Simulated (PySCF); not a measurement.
Level sweep

Compound: sulfuryl fluoride, F₂O₂S.
SMILES: `O=S(=O)(F)F`

PySCF, dipoles from the SCF density, polarisabilities from static response with core orbitals frozen. Isolated species at its PBE0-D3(BJ)/def2-SVP geometry, gas phase.

Question: How do dipole and polarisability depend on functional and basis here?

Answer: 

```tsv
level	μ (D)	error (%)	α (Å³)	anisotropy (Å³)
LDA/def2-SVPD	0.781	-30.3	4.50	0.70
PBE/def2-SVPD	0.784	-30.0	4.51	0.70
B3LYP/def2-SVPD	0.809	-27.7	4.34	0.67
PBE0/def2-SVPD	0.819	-26.9	4.28	0.66
BHandHLYP/def2-SVPD	0.855	-23.7	4.11	0.61
CAM-B3LYP/def2-SVPD	0.833	-25.6	4.30	0.66
wB97X-D/def2-SVPD	0.844	-24.6	4.28	0.66
LC-wPBE/def2-SVPD	0.854	-23.7	4.26	0.66
HF/def2-SVPD	0.957	-14.6	3.83	0.53
PBE0/6-31G*	0.929	-17.0	3.25	0.76
PBE0/def2-SVP	0.777	-30.7	3.04	0.82
PBE0/6-31+G*	0.803	-28.3	3.94	0.86
PBE0/aug-cc-pVDZ	0.817	-27.0	4.25	0.68
PBE0/def2-TZVP	0.876	-21.8	3.73	0.77
PBE0/def2-TZVPD	0.873	-22.0	4.31	0.64
PBE0/aug-cc-pVTZ	0.865	-22.7	4.31	0.65
```

Reference dipole: 1.120 D (measured, gas; NIST CCCBDB Release 22 (SRD 101), experimental dipoles). The anisotropy is √(½[(α1 − α2)² + (α2 − α3)² + (α3 − α1)²]). For the dipole, the smallest error is 14.6% (HF/def2-SVPD) and the largest 30.7% (PBE0/def2-SVP). Even the closest misses by 15%. The dipole runs from 0.78 D (PBE0/def2-SVP) to 0.96 D (HF/def2-SVPD). No reference polarisability is at hand; against PBE0 in the largest diffuse basis at hand (aug-cc-pVTZ) the other PBE0 rows deviate by 6-31G* -25%, def2-SVP -29%, 6-31+G* -9%, def2-SVPD -1%, aug-cc-pVDZ -1%, def2-TZVP -13%, def2-TZVPD 0%. In one basis (def2-SVPD) the functionals order the polarisability from HF (lowest) to PBE (highest), a spread of 18%. With PBE0 the polarisability is 3.34 Å³ without diffuse functions (mean of 6-31G*, def2-SVP and def2-TZVP) and 4.21 Å³ with them (mean of 6-31+G*, def2-SVPD, aug-cc-pVDZ, def2-TZVPD and aug-cc-pVTZ). Measured values can belong to vibrating molecules; the computed ones are for one fixed geometry.
